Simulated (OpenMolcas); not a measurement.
**Run times for SiH2OF (SMILES O[SiH]F)**

SiH2OF has 5 atoms, charge 0, and is taken as a doublet. As SMILES, `O[SiH]F`. The Si2–F3 distance was set to 3.527 Å, away from the relaxed value. At this shape a bond of the SMILES string is far longer than usual.

```xyz
5

O    -0.5229   -2.5656    0.6551
Si    0.3762   -1.4353    1.4245
F     0.2070    1.6465   -0.2831
H    -1.4722   -2.4461    0.5934
H     1.7811   -1.9236    1.3358
```

Program: OpenMolcas 26.06. Hardware: 1 thread of Intel Xeon 6975P-C (Granite Rapids), shared host, so times are rough. Two-electron integrals are exact unless an approximation is named.

Problem. Estimate their order by wall time, quickest first.
A. energy at UHF/def2-TZVP
B. energy at UB3LYP/6-31G* (spherical functions), grid UltraFine
C. energy at U-r2SCAN/def2-TZVP, grid UltraFine
D. energy at UHF/STO-3G

Solution. D (5.1 s), B (28 s), A (80 s), C (3.8 min).
